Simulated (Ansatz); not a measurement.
# Two structures, one formula

Two relaxed structures of CH5OSi (charge -1), singlet (PBE0-D4/def2-TZVPD; forces vanish, vibrations not checked).

A:

C1  (0.097, 0.649, -0.511)
O2  (0.927, 0.361, -1.662)
Si3  (0.039, -0.469, 0.872)
H4  (1.845, 0.489, -1.406)
H5  (-0.028, 1.722, -0.333)
H6  (-0.904, 0.083, 1.911)
H7  (1.274, -0.868, 1.728)
H8  (-0.443, -1.872, 0.550)
(Å)

B:

```
8
angstrom
C -0.4301 0.8728 -1.3144
O 0.8425 0.2397 -0.7837
Si 0.4522 -0.4707 0.6116
H -1.1743 0.0510 -1.3777
H -0.7915 1.5478 -0.5102
H -0.0381 0.4597 1.6808
H 1.6965 -1.1262 1.1935
H -0.5571 -1.5742 0.5000
```

Ansatz 0.2.0; basis: def2-TZVPPD; cores frozen in the correlated methods. B3LYP uses VWN-RPA correlation.

Question: Which structure is lower at CCSD(T), and by how much? (An estimate is asked for; the value comes from the calculation.)

Answer: By the calculation: B, by 49.7 kJ/mol (electronic energy, against the other). By their contacts, A is CH₅OSi ([OH][CH][SiH3]), total charge -1 and B is CH₅OSi ([CH2][O][SiH3]), total charge -1.

All methods give the same order:

```csv
method,E(B) − E(A) (kJ/mol)
PBE-D4,-37.1
r2SCAN-D4,-47.8
PBE0-D4,-37.2
B3LYP-D4,-47.4
wB97M-V,-47.4
HF,-56.5
MP2,-51.4
CCSD,-49.5
CCSD(T),-49.7
```

No T1 diagnostic of these runs exceeds 0.016.

Labels in which every atom is bracketed show which atoms are joined, not bond orders.

For scale, one of the runs: CCSD(T)/def2-TZVPPD, 210 basis functions, launched by `ansatz run in.yaml --threads 2 --pin off --events-out ev --progress --plain --max-ram 4352MiB`. Time: 53 s of wall clock on 2 CPU threads of an Intel Xeon Platinum 8259CL; the host was shared. Peak host memory: 2.9 GiB.
